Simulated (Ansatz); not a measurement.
The same path of CH₆AlCl (9 atoms, charge 0, multiplicity 1) was run twice with different band settings. Lost on the way: Al1–C2, Cl8–H9. Made: Al1–Cl8, C2–H9.

Theory: RKS PBE-D4/6-31G* (Ansatz 0.2.0).

Relaxed end points:

```xyz
9
Properties=species:S:1:pos:R:3
Al -0.001 0.005 0.251
C 0.037 0.294 2.212
H -0.905 -0.006 2.708
H 0.875 -0.230 2.706
H 0.172 1.369 2.441
H 1.380 -0.101 -0.569
H -1.370 0.233 -0.563
Cl -0.321 -2.671 0.580
H -0.368 -2.580 1.877
```

```xyz
9
Properties=species:S:1:pos:R:3
Al -0.081 -0.625 -0.244
C -0.023 -0.094 2.569
H -0.934 0.164 3.127
H 0.845 -0.167 3.240
H 0.177 0.707 1.834
H 1.394 -0.045 -0.405
H -1.431 0.213 -0.360
Cl -0.274 -2.752 -0.225
H -0.175 -1.089 2.108
```

Common settings: movable images 5; climbing image yes; spring 5.0 eV/Å²; optimiser quadratic models (default); start path through a guess of the saddle point; iteration limit 60; end points relaxed.

| run | force threshold |
| --- | --- |
| 1 | 0.03 eV/Å |
| 2 | 0.5 eV/Å |

Task: What does each run give, and how far can it be trusted?

Result: Run 1: converged after 9 iterations, highest image 0.103 eV above the first end. A vibrational analysis at the climbing image gives one clearly imaginary mode, 265i cm⁻¹: a first-order saddle point.
Run 2: converged after 5 iterations, highest image 0.102 eV above the first end. The threshold of 0.5 eV/Å is loose, so the images may lie well off the minimum-energy path. Another band between the same ends (5 images) ends at a top of the same energy, where a vibrational analysis finds 1 clearly imaginary mode.
The orbitals stay closed-shell, which can raise the energy where a bond breaks towards radicals; this wasn't checked here.
